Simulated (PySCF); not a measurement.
**SVWN5/def2-TZVPP run of [NH4]+ (ammonium)**

Aim: the vertical singlet–triplet gap of [NH4]+ (ammonium) at SVWN5/def2-TZVPP, from 2 runs. Input form: a Python script.

The results are computed with PySCF 2.14.0.

3 further runs of the same task are left out: 1 that didn't finish, 2 set aside as unsound or not needed.

## 1. The molecule

[NH4]+: 5 atoms, total charge +1, spin state singlet. As SMILES, `[NH4+]`. The coordinates come from a PBE0-D4/def2-TZVP relaxation.

Bond lengths: N1–H2 1.024 Å, N1–H3 1.024 Å, N1–H4 1.024 Å, N1–H5 1.024 Å. Angles: H2–N1–H3 109.5°, H2–N1–H4 109.5°, H2–N1–H5 109.5°, H3–N1–H4 109.5°, H3–N1–H5 109.5°, H4–N1–H5 109.5°.

## 2. The energy at SVWN5/def2-TZVPP

job.py

```python
# [NH4+]
from pyscf import gto, dft

molecule = gto.M(
    atom='''
N      0.000019     0.000019     0.000000
H      0.856670    -0.846333     1.513690
H     -1.837626     0.408521     0.444482
H      0.045240    -1.197066    -1.518678
H      0.935717     1.634859    -0.439513
''',
    basis='def2-tzvpp',
    verbose=4,
    spin=0,
    charge=1,
    unit='bohr',
    max_memory=1860,
)

mf = dft.RKS(molecule, xc='svwn')
mf.grids.level = 5
mf.conv_tol = 1e-10
mf.kernel()
if not mf.converged:
    mf = mf.newton().run(mf.mo_coeff, mf.mo_occ)

e_final = mf.e_tot
print(f'total energy: {e_final:.8f} hartree')
```

Launch:

```sh
$ OMP_NUM_THREADS=1 python job.py
```

What it wrote:

```text
PySCF version 2.14.0

[INPUT] num. atoms = 5
[INPUT] num. electrons = 10
[INPUT] charge = 1
[INPUT] spin (= nelec alpha-beta = 2S) = 0
[INPUT] symmetry False subgroup None
[INPUT] Mole.unit = bohr
[INPUT] Symbol           X                Y                Z      unit          X                Y                Z       unit  Magmom
[INPUT]  1 N      0.000010054367   0.000010054367   0.000000000000 AA    0.000019000000   0.000019000000   0.000000000000 Bohr   0.0
[INPUT]  2 H      0.453330241279  -0.447860136450   0.801010252397 AA    0.856670000000  -0.846333000000   1.513690000000 Bohr   0.0
[INPUT]  3 H     -0.972429801394   0.216180003382   0.235209745064 AA   -1.837626000000   0.408521000000   0.444482000000 Bohr   0.0
[INPUT]  4 H      0.023939977022  -0.633460047167  -0.803649788326 AA    0.045240000000  -1.197066000000  -1.518678000000 Bohr   0.0
[INPUT]  5 H      0.495160112270   0.865130125867  -0.232580263503 AA    0.935717000000   1.634859000000  -0.439513000000 Bohr   0.0

nuclear repulsion = 16.3752692836985
number of shells = 35
number of NR pGTOs = 110
number of NR cGTOs = 87
basis = def2-tzvpp
ecp = {}

******** <class 'pyscf.dft.rks.RKS'> ********
method = RKS
initial guess = minao
damping factor = 0
level_shift factor = 0
DIIS = <class 'pyscf.scf.diis.CDIIS'>
diis_start_cycle = 1
diis_space = 8
diis_damp = 0
SCF conv_tol = 1e-10
SCF conv_tol_grad = None
SCF max_cycles = 50
direct_scf = True
direct_scf_tol = 1e-13
XC library pyscf.dft.libxc version 7.0.0
    S. Lehtola, C. Steigemann, M. J.T. Oliveira, and M. A.L. Marques.,  SoftwareX 7, 1–5 (2018)
XC functionals = svwn
    P. A. M. Dirac.,  Math. Proc. Cambridge Philos. Soc. 26, 376 (1930)
    F. Bloch.,  Z. Phys. 57, 545 (1929)
    S. H. Vosko, L. Wilk, and M. Nusair.,  Can. J. Phys. 58, 1200 (1980)
radial grids:
    Treutler-Ahlrichs [JCP 102, 346 (1995); DOI:10.1063/1.469408] (M4) radial grids

becke partition: Becke, JCP 88, 2547 (1988); DOI:10.1063/1.454033
pruning grids: <function nwchem_prune>
grids dens level: 5
symmetrized grids: False
atomic radii adjust function: <function treutler_atomic_radii_adjust>
small_rho_cutoff = 0
Set gradient conv threshold to 1e-05
Initial guess from minao.
tot grids = 136280
init E= -56.6499915193731
  HOMO = -0.501482702586719  LUMO = -0.0276854411940732  gap/eV = 12.89268
cycle= 1 E= -56.4290020491213  delta_E= 0.221  |g|= 0.182  |ddm|= 1.27
  HOMO = -0.752310547528745  LUMO = -0.243759373338591  gap/eV = 13.83838
cycle= 2 E= -56.4254859093925  delta_E= 0.00352  |g|= 0.224  |ddm|= 0.206
  HOMO = -0.780142406694961  LUMO = -0.251475007513768  gap/eV = 14.38577
cycle= 3 E= -56.434595659635  delta_E= -0.00911  |g|= 0.0353  |ddm|=  0.1
  HOMO = -0.77130465980524  LUMO = -0.246661574473229  gap/eV = 14.27627
cycle= 4 E= -56.4348376913316  delta_E= -0.000242  |g|= 0.0006  |ddm|= 0.0159
  HOMO = -0.771524231725511  LUMO = -0.246716850532664  gap/eV = 14.28074
cycle= 5 E= -56.4348377713656  delta_E= -8e-08  |g|= 5.97e-05  |ddm|= 0.000363
  HOMO = -0.771500286312358  LUMO = -0.246700868642051  gap/eV = 14.28052
cycle= 6 E= -56.4348377721126  delta_E= -7.47e-10  |g|= 8.7e-07  |ddm|= 3.28e-05
  HOMO = -0.771500416961856  LUMO = -0.246700837322329  gap/eV = 14.28052
cycle= 7 E= -56.4348377721119  delta_E= 7.11e-13  |g|= 1.15e-07  |ddm|= 4.09e-07
  HOMO = -0.771500373551016  LUMO = -0.246700820959823  gap/eV = 14.28052
Extra cycle  E= -56.4348377721128  delta_E= -8.81e-13  |g|= 1.59e-07  |ddm|= 1.27e-07
converged SCF energy = -56.4348377721128
total energy: -56.43483777 hartree
```

It took 6.6 s on 1 thread of Arm Neoverse N1, shared host; peak memory 0.26 GiB.

## 3. The triplet at the same level

input.py

```python
from pyscf import gto, dft

system = gto.M(
    atom=[
    ('N', (0.000010, 0.000010, -0.000000)),
    ('H', (0.453330, -0.447860, 0.801010)),
    ('H', (-0.972430, 0.216180, 0.235210)),
    ('H', (0.023940, -0.633460, -0.803650)),
    ('H', (0.495160, 0.865130, -0.232580)),
],
    spin=2,
    verbose=3,
    charge=1,
    max_memory=1860,
    basis='def2-tzvpp',
)

mf = dft.UKS(system)
mf.xc = 'svwn'
mf.conv_tol = 1e-10
mf.grids.level = 5
mf.kernel()
if not mf.converged:
    mf = mf.newton().run(mf.mo_coeff, mf.mo_occ)

e_tot = mf.e_tot
print('E(%s) = %.9f' % ('SVWN5', e_tot))
```

Launch:

```sh
$ OMP_NUM_THREADS=1 python input.py
```

What it wrote:

```text
WARN: HOMO -0.0276854348555702 >= LUMO -0.501482762762067

WARN: HOMO -0.384099590899439 >= LUMO -0.962028179714314

WARN: HOMO -0.348881540554949 >= LUMO -0.895620762581887

WARN: HOMO -0.34139520530227 >= LUMO -0.876472306007538

WARN: HOMO -0.338269702436179 >= LUMO -0.874720593761966

WARN: HOMO -0.337736862396781 >= LUMO -0.873927826977394

WARN: HOMO -0.336854122695662 >= LUMO -0.872185725850674

WARN: HOMO -0.3369337615135 >= LUMO -0.871914265550746

WARN: HOMO -0.336827991507 >= LUMO -0.870937110691869

WARN: HOMO -0.337584273344817 >= LUMO -0.871275682645174

WARN: HOMO -0.337560546868609 >= LUMO -0.870118655153461

WARN: HOMO -0.337210550955163 >= LUMO -0.869116924641122

WARN: HOMO -0.337462089049509 >= LUMO -0.868766700610901

WARN: HOMO -0.337321558821671 >= LUMO -0.868477146560798

WARN: HOMO -0.337514847119408 >= LUMO -0.867609382824929

WARN: HOMO -0.336879740394771 >= LUMO -0.868318788772516

WARN: HOMO -0.336929381399308 >= LUMO -0.867832330420285

WARN: HOMO -0.337195892768712 >= LUMO -0.868365508758006

WARN: HOMO -0.336721985806804 >= LUMO -0.866509066304006

WARN: HOMO -0.336833046257084 >= LUMO -0.865913104756558

WARN: HOMO -0.33690001226207 >= LUMO -0.864731011022022

WARN: HOMO -0.337105880377983 >= LUMO -0.861621776292337

WARN: HOMO -0.336879412640684 >= LUMO -0.862781225170891

WARN: HOMO -0.33691175194727 >= LUMO -0.862770428541367

WARN: HOMO -0.33690973003673 >= LUMO -0.863008638167744

WARN: HOMO -0.336914231104188 >= LUMO -0.86283774598779

WARN: HOMO -0.336909891819538 >= LUMO -0.862920771403643

WARN: HOMO -0.336912216366805 >= LUMO -0.862918658059579

WARN: HOMO -0.336912067824649 >= LUMO -0.862918645816509

WARN: HOMO -0.336912115439603 >= LUMO -0.862918730302503

converged SCF energy = -55.90619028556  <S^2> = 2.0013562  2S+1 = 3.000904
E(SVWN5) = -55.906190286
```

Wall time 32 s (1 thread of Arm Neoverse N1, shared host); peak memory 0.27 GiB.

## 4. Summary of results

At SVWN5/def2-TZVPP:

| quantity | value |
| --- | --- |
| singlet: total energy | -56.43484 Eh |
| singlet: HOMO energy | -20.99 eV |
| singlet: LUMO energy | -6.71 eV |
| singlet: HOMO–LUMO gap | 14.28 eV |
| triplet: total energy | -55.90619 Eh |
| triplet: HOMO energy (highest over α and β) | -9.17 eV |
| triplet: ⟨S²⟩ | 2.001 |
| vertical energy of the triplet above the singlet | 14.385 eV |

**Reading.** At this shape the triplet lies 14.39 eV (1388 kJ/mol) above the singlet. Mulliken charges (triplet) run from -0.10 on H4 to +0.69 on N1.
